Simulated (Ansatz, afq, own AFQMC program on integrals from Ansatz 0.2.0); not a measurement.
BGeH, triplet → BGeH⁺, doublet

```tsv
atom	x (Å)	y (Å)	z (Å)
Ge	0.0000	0.0000	1.6897
B	0.0000	0.0000	-0.2506
H	0.0000	0.0000	-1.4391
```

Connectivity, by distances: Ge–BH.

E(doublet, charge +1) − E(triplet, charge +0) at this geometry, on UHF and UHF determinants.

Basis cc-pVDZ. Noble-gas cores (and the filled d shells of Ga–Kr and In–Xe) are frozen. Integrals, coupled cluster, full CI and functionals: Ansatz 0.2.0; the random walks run on the same integrals in our own AFQMC program. ph-AFQMC/CISD is guided by a CISD state made of CCSD amplitudes; releasing the constraint for a short imaginary time cuts its bias at the price of noise, slowly where states lie close. Error bars are statistical, one sigma. No spin–orbit coupling. The errors of all members are added in quadrature.

No full CI on the walks' own integrals is used here; CCSDT(Q) serves as the reference and is uncertain by about the last step of the cluster series. Each member takes its own surest rung, up to full CI.

Errors are counted within cc-pVDZ, not against nature.

Cautions: inner d shell frozen; no relativity below Rb; no spin-orbit coupling; BGeH⁺ (doublet): an unrestricted solution with more broken spin lies lower.

| level | vertical ionization energy (eV) |
| --- | --- |
| MP2 | 8.408 |
| HF | 7.835 |

Q: From these cheaper values, estimate the vertical ionization energy at the reference level in cc-pVDZ.

A: 8.398 eV (CCSDT(Q) in cc-pVDZ).

```csv
level,vertical ionization energy (eV),error against CCSDT(Q) (eV)
CCSD,8.327,-0.070
CCSD(T),8.385,-0.013
CCSDT,8.392,-0.005
ph-AFQMC/CISD,8.371 ± 0.012,-0.027 ± 0.012
released AFQMC,8.389 ± 0.014,-0.008 ± 0.014
```

Correlation beyond CCSD(T) adds 0.013 eV. The perturbative (T) step is worth +0.057 eV.

A walk keeps the symmetry of its determinant, which the program's search chose and which needn't be the lowest solution, so a lower state of the same spin and another symmetry isn't excluded. Released energies are given only where the last usable release times agree within the noise; a slower fall can still hide under it.
